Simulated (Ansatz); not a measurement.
Reaction (SMILES): N (NH3) → [NH2] (NH2) + H atom
B3LYP-D3(BJ)/def2-TZVP geometries, fixed; electronic energies without zero-point terms.

The bond dissociation energy at CCSD(T) with Ansatz (a program for electronic structure), in kcal/mol, split into its Hartree-Fock and correlation parts. Cores are frozen. Open shells are unrestricted. No added dispersion term, no relativity. Functions are those of the species that has most.

```json
[
 {"basis": "cc-pVDZ", "X": "2", "functions": "29", "Hartree-Fock": "81.08", "CCSD(T)": "106.57"},
 {"basis": "cc-pVTZ", "X": "3", "functions": "72", "Hartree-Fock": "82.92", "CCSD(T)": "112.72"},
 {"basis": "cc-pVQZ", "X": "4", "functions": "145", "Hartree-Fock": "83.20", "CCSD(T)": "114.36"},
 {"basis": "cc-pV5Z", "X": "5", "functions": "256", "Hartree-Fock": "83.37", "CCSD(T)": "114.91"}
]
```

Worked estimate of the basis-set limit from each neighbouring pair, with Hartree-Fock from the larger set and the correlation part extrapolated as X^-3.
Correlation parts: X = 2: 25.49, X = 3: 29.80, X = 4: 31.16, X = 5: 31.54.
- (2,3): (27·(29.80) - 8·(25.49))/19 = 31.61; with Hartree-Fock 82.92 the estimate is 114.53 kcal/mol.
- (3,4): (64·(31.16) - 27·(29.80))/37 = 32.15; with Hartree-Fock 83.20 the estimate is 115.35 kcal/mol.
- (4,5): (125·(31.54) - 64·(31.16))/61 = 31.94; with Hartree-Fock 83.37 the estimate is 115.31 kcal/mol.
The last two estimates differ by 0.04 kcal/mol; the largest set lies 0.40 from the last. Over the last step Hartree-Fock moves by 0.17 and the correlation part by 0.38.
